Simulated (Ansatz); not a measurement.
# BHS+ (doublet): the correlation ladder, cc-pVTZ

One table from this session's results is given with a row withheld; the runs are named, their logs left out.

Program: Ansatz 0.2.0, Gaussian basis. Level of theory: cc-pVTZ, core rule «outside noble gas», up to 6 orbitals frozen. These are calculated values, not measurements.

The runs, in order: UHF; CCSD(T) on ROHF; CCSD(T) on UHF; BCCD(T) on ROHF; CCSDT(Q) on ROHF; CCSDT(Q) on UHF; CASSCF and MRCISD+Q, 9 electrons in 9 orbitals; CASSCF and NEVPT2, 9 electrons in 9 orbitals.

10 further runs of the same task are left out: 4 for a known fault of the program, 6 set aside as unsound or not needed.

### What is computed

The geometry is a PBE0/def2-TZVP stationary point (not a proven minimum) of the parent state, kept for this charge and spin.

3 atoms, charge 1, spin multiplicity 2.

Atoms are counted from 1 here; the program's logs count them from 0.

Bond lengths: B1–S2 1.769 Å, B1–H3 1.201 Å. Angles: S2–B1–H3 116.3°.

The first run:

The input, in.yaml:

```yaml
crystal:
  periodic: [false, false, false]
  atoms:
    - {symbol: B, position_ang: [0.000000, -0.194210, 1.266050]}
    - {symbol: S, position_ang: [0.000000, 0.040248, -0.487697]}
    - {symbol: H, position_ang: [0.000000, 0.802670, 1.935360]}
basis:
  gaussian: {orbitals: cc-pVTZ}
total_charge: 1
magnetization: {spin_polarized: true, initial_magnetization: 1}
hamiltonian: {xc: hf}
output: {orbitals: {seedname: orbitals}}
```

Run with:

```bash
$ ansatz run in.yaml --threads 1 --pin off --events-out ev --progress --plain --max-ram 2816MiB --backend cpu
```

Among the steps run: UHF; CCSD(T) on ROHF; CCSD(T) on UHF; BCCD(T) on ROHF; CCSDT(Q) on ROHF; CCSDT(Q) on UHF; CASSCF and MRCISD+Q, 9 electrons in 9 orbitals; CASSCF and NEVPT2, 9 electrons in 9 orbitals.

One of the session's tables, all rows but one given; the rest of the session is left out.

It belongs to the step «Misses and costs». 

```
          method  from UCCSDT(Q) (kJ/mol)
            ROHF                   +696.9
             UHF                   +682.7
            RMP2                   +119.7
            UMP2                   +122.3
           RCCSD                    +41.1
           UCCSD                    +40.6
        RCCSD(T)                     +6.7
        UCCSD(T)                     +6.8
         BCCD(T)                     +6.8
          RCCSDT                     +2.5
          UCCSDT                     +2.4
       RCCSDT(Q)                     +0.7
       UCCSDT(Q)                        0
  CASSCF valence                   +463.1
  NEVPT2 valence                        ?
  MRCISD valence                    +36.1
MRCISD+Q valence                     +5.7
```

**Question.** Estimate the row for NEVPT2 valence.

The run gave: from UCCSDT(Q) (kJ/mol): +104.3. In the column «from UCCSDT(Q) (kJ/mol)» it lies between RCCSD (+41.1) and RMP2 (+119.7).

Caveats from the session: Restricted and unrestricted rows rest on different reference determinants; where their highest levels disagree by more than a few hundredths of an eV, they describe different states and don't form one ladder.
